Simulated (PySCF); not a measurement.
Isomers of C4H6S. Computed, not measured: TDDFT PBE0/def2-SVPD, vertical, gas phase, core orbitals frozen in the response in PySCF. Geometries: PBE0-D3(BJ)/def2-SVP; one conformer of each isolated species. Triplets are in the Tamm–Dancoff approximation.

A. `S=CC1CC1`
B. `CCC=C=S`
C. `C=CSC=C`

Lowest singlet levels (six at most, fewer where fewer were computed) with oscillator strengths:

1. 518 nm (f 0.000); 227 nm (f 0.028); 215 nm (f 0.008); 214 nm (f 0.001); 192 nm (f 0.244); 188 nm (f 0.065); T1 2.02 eV
2. 483 nm (f 0.000); 230 nm (f 0.383); 208 nm (f 0.000); 203 nm (f 0.076); 194 nm (f 0.026); 188 nm (f 0.092); T1 2.07 eV
3. 243 nm (f 0.003); 236 nm (f 0.470); 232 nm (f 0.004); 211 nm (f 0.005); 201 nm (f 0.002); 183 nm (f 0.002); T1 3.55 eV

**Question.** Match each spectrum to its molecule.

**Answer.** 1 = B, 2 = A, 3 = C.
- A: S1 at 2.57 eV, HOMO→LUMO (100%); S1 has the pattern of n→π* at C=S; HOMO -6.38 and LUMO -2.04 eV; point group Cs, 2 of its 6 listed states under f = 0.0005.
- B: S1 at 2.39 eV, HOMO→LUMO (100%); Löwdin shares by element: HOMO carbon 51% or more, sulfur 43%; LUMO carbon 49% or more, sulfur 41%, hydrogen 4% or more; HOMO -6.29 and LUMO -2.11 eV.
- C: S1 at 5.10 eV, HOMO→LUMO+1 (49%), HOMO→LUMO+2 (48%); Löwdin shares by element: HOMO carbon 44% or more, sulfur 38% (atoms not listed hold the other 18%); LUMO carbon 80% (atoms not listed hold the other 20%); HOMO -6.12 and LUMO -0.24 eV; point group C2.
